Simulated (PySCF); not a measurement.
Job file and geometry (Å, from GFN2-xTB, dihedral held) of an NMR shielding run on `FCC(=S)CF`, C3H4F2S, PySCF, GIAO PBE0/pcSseg-1 NMR shielding, non-relativistic, gas phase; density fitting, a coarse starting grid and PySCF grid level 2 are the driver's defaults:

```
$ OMP_NUM_THREADS=1 python probes_run.py task.json out

{"job": {"kind": "nmr", "xc": "PBE0", "basis": "pcSseg-1", "pop": true}, "charge": 0, "multiplicity": 1}
F      1.708244    -0.881281    -0.616448
C      1.221160     0.373837    -0.355637
C     -0.014652     0.293014     0.502309
S     -0.019380    -0.457331     1.935626
C     -1.282927     0.861543    -0.056069
F     -1.053674     1.860155    -0.964410
H      1.016378     0.845243    -1.322127
H      2.013597     0.920149     0.170730
H     -1.833934     0.071244    -0.585982
H     -1.917027     1.272221     0.735673
```

**Question.** What does the program print?

**Answer.** 
```
coarse grid: 9536 points
cycle   1  E = -713.9140283593  dE =  7.333e-01  |g| = 6.492e-01  |ddm| = 2.872e+00
cycle   2  E = -713.7483251373  dE =  1.657e-01  |g| = 1.124e+00  |ddm| = 1.370e+00
cycle   3  E = -713.9850063469  dE = -2.367e-01  |g| = 1.651e-01  |ddm| = 1.028e+00
cycle   4  E = -713.9907530745  dE = -5.747e-03  |g| = 7.173e-02  |ddm| = 2.315e-01
cycle   5  E = -713.9920654341  dE = -1.312e-03  |g| = 8.216e-03  |ddm| = 8.185e-02
cycle   6  E = -713.9920802723  dE = -1.484e-05  |g| = 2.494e-03  |ddm| = 1.292e-02
cycle   7  E = -713.9920816560  dE = -1.384e-06  |g| = 4.042e-04  |ddm| = 2.985e-03
final grid: 90072 points
cycle   8  E = -714.0427725257  dE = -2.153e-05  |g| = 9.721e-03  |ddm| = 2.207e-02
cycle   9  E = -714.0426988185  dE =  7.371e-05  |g| = 1.935e-02  |ddm| = 2.682e-02
cycle  10  E = -714.0427949700  dE = -9.615e-05  |g| = 1.833e-03  |ddm| = 2.020e-02
cycle  11  E = -714.0427957867  dE = -8.167e-07  |g| = 3.191e-04  |ddm| = 1.728e-03
cycle  12  E = -714.0427958012  dE = -1.449e-08  |g| = 1.219e-04  |ddm| = 2.769e-04
cycle  13  E = -714.0427958032  dE = -2.041e-09  |g| = 2.773e-05  |ddm| = 9.493e-05
cycle  14  E = -714.0427958035  dE = -2.151e-10  |g| = 3.973e-06  |ddm| = 4.533e-05
converged SCF energy = -714.0427958035

GIAO shielding tensors (ppm)
atom      isotropic    diamagn.    paramagn.     s11        s22        s33       span
  0 F      384.191     471.811     -87.620    308.075    388.733    455.765    147.690
  1 C      104.319     239.518    -135.199     77.812     93.477    141.667     63.855
  2 C      -90.450     262.055    -352.505   -253.307   -147.570    129.528    382.835
  3 S     -630.857    1056.546   -1687.403  -2228.793   -439.977    776.198   3004.991
  4 C       89.392     241.702    -152.309     66.848     79.452    121.877     55.028
  5 F      405.069     471.740     -66.671    368.742    377.675    468.791    100.050
  6 H       25.423      28.098      -2.675     21.769     23.315     31.184      9.415
  7 H       26.901      27.318      -0.417     24.986     25.476     30.240      5.254
  8 H       25.799      27.807      -2.009     22.855     25.874     28.668      5.813
  9 H       26.061      27.646      -1.584     21.412     26.229     30.544      9.132
```

The geometry is no minimum: GFN2-xTB, dihedral held.

Size and cost of the density-fitted run: 129 basis functions, 11 s wall time on 1 thread of an Arm Neoverse V1, shared host; peak memory 0.6 GiB.
